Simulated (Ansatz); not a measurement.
CH$_{4}$OSi, SMILES `C[Si]O`, relaxed with RKS PBE-D4/def2-SVP in Ansatz from a rough embedded geometry. The force threshold is 0.03 eV/Å; the program also tests the step.

Total charge 0; spin multiplicity 1.

Start:

```xyz
7

C     0.640    0.574   -0.182
Si   -0.096   -0.418    1.108
O    -1.159   -1.506    0.490
H     1.184   -0.001   -0.857
H     1.402    1.327    0.246
H    -0.073    1.216   -0.735
H    -1.898   -1.191   -0.071
```

| step | energy (eV) | largest force (eV/Å) | largest move (Å) |
| --- | --- | --- | --- |
| 1 | -11013.4910 | 3.550 | 0.000 |
| 2 | -11013.9561 | 2.219 | 0.197 |
| 3 | -11014.0826 | 1.877 | 0.195 |
| 4 | -11014.1797 | 1.091 | 0.200 |
| 5 | -11014.1949 | 0.195 | 0.158 |
| 6 | -11014.1973 | 0.205 | 0.058 |
| 7 | -11014.2012 | 0.051 | 0.029 |
| 8 | -11014.2018 | 0.018 | 0.022 |
| 9 | -11014.2020 | 0.039 | 0.030 |
| 10 | -11014.2020 | 0.019 | 0.004 |

End:

```xyz
7

C     0.600    0.572   -0.147
Si   -0.007   -0.520    1.328
O    -1.299   -1.320    0.579
H     1.041   -0.083   -0.934
H     1.381    1.302    0.150
H    -0.236    1.135   -0.621
H    -1.481   -1.087   -0.354
```

Run time 13 s (2 threads of a server CPU on a shared host); peak host memory 0.4 GiB.
